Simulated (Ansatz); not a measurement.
Geometry optimisation, RKS B3LYP/def2-SVP (Ansatz).

Input:

```yaml
crystal:
  periodic: [false, false, false]
  atoms:
    - { symbol: B, position_ang: [0.0, 0.0, 0.0] }
    - { symbol: "N", position_ang: [0.0, 0.0, 1.9] }
    - { symbol: H, position_ang: [-0.877, -0.2713, 2.43] }
    - { symbol: H, position_ang: [0.877, 0.2713, 2.43] }
    - { symbol: H, position_ang: [1.0305, 0.0, -0.595] }
    - { symbol: H, position_ang: [-1.0305, 0.0, -0.595] }
    - { symbol: P, position_ang: [-0.2764, 2.079, 0.6969] }
    - { symbol: H, position_ang: [-1.5961, 2.5082, 0.396] }
    - { symbol: H, position_ang: [-0.0678, 2.1402, 2.1001] }
    - { symbol: H, position_ang: [-0.1504, 1.1309, 1.7636] }
basis:
  gaussian: { orbitals: def2-SVP }
hamiltonian:
  xc: b3lyp
relax:
  f_tol: 0.15
  max_steps: 25
  restrain:
    - { distance: [0, 6], at: 3.11, k: 30.0 }
    - { distance: [9, 1], at: 2.26, k: 30.0 }
    - { distance: [0, 1], at: 1.55, k: 30.0 }
    - { distance: [9, 6], at: 1.42, k: 30.0 }
output:
  orbitals: {}
```

Run as:

```bash
$ ansatz run input.yaml --threads 1 --pin off --max-ram 2048MiB --backend cpu --events-out ev --progress --plain --runs-dir out
```

Where does it end, and by what steps?

The forces met the threshold. The restraints hold the end off the free minimum; the threshold counts their pulls, which the force column leaves out. Restrained pairs: B1–P7 (2.21 → 3.12 Å), N2–H10 (1.15 → 2.27 Å), B1–N2 (1.90 → 1.47 Å), P7–H10 (1.43 → 1.42 Å). After 12 steps the energy has fallen by 5.598 eV (the restraints' own energy left out); H9 moved furthest, 1.61 Å.

```tsv
step	energy less start (eV)	largest force component (eV/Å)	accepted
0	0.0000	7.084	yes
1	-0.4116	4.455	yes
2	-0.7863	2.927	yes
3	-1.8395	2.799	yes
4	-3.3021	1.931	yes
5	-4.0931	2.212	yes
6	-4.7863	2.175	yes
7	-5.2296	2.093	yes
8	-5.4058	2.295	yes
9	-5.5163	2.281	yes
10	-5.5714	2.337	yes
11	-5.5915	2.435	yes
12	-5.5982	2.435	yes
```

```xyz
10
Properties=species:S:1:pos:R:3
B 0.128 -0.295 0.226
N 0.073 -0.642 1.650
H -0.789 -0.851 2.139
H 0.908 -0.783 2.207
H 1.212 -0.151 -0.280
H -0.903 -0.181 -0.384
P -0.413 2.732 0.737
H -1.836 2.707 0.862
H -0.253 3.710 1.774
H -0.218 1.612 1.596
```

The run took 46 s on 1 thread of Arm Neoverse V1, on a shared host, peak memory 0.15 GiB.
